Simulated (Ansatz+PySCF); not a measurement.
# doublet CH₂O(+): levels of theory in one basis

```xyz
4

O     0.0000    0.0000   -1.1768
C     0.0000    0.0000    0.0100
H     0.0000    0.9852    0.5834
H     0.0000   -0.9852    0.5834
```

Basis set: cc-pVTZ (spherical functions). Left uncorrelated: 2 orbitals. Correlation on ROHF uses semicanonical orbitals with singles. Charge 1, multiplicity 2.

Computed with Ansatz (development build ahead of 0.2.0) and PySCF 2.14.0; each method stands on the lowest determinant of its kind that the runs found.

```
  method  E − E(ROHF) (eV)  <S²> of the determinant
    ROHF              0.00                     0.75
     UHF             -0.23                     0.79
ROHF-MP2             -9.21                        –
 UHF-MP2             -9.21                     0.79
```

(1) What does ROHF-CCSD(T) give on the same scale?

Results:

(1) -10.36 eV.

Caution for ROHF-MP2, ROHF-CCSD(T): large amplitudes, a single reference is doubtful.
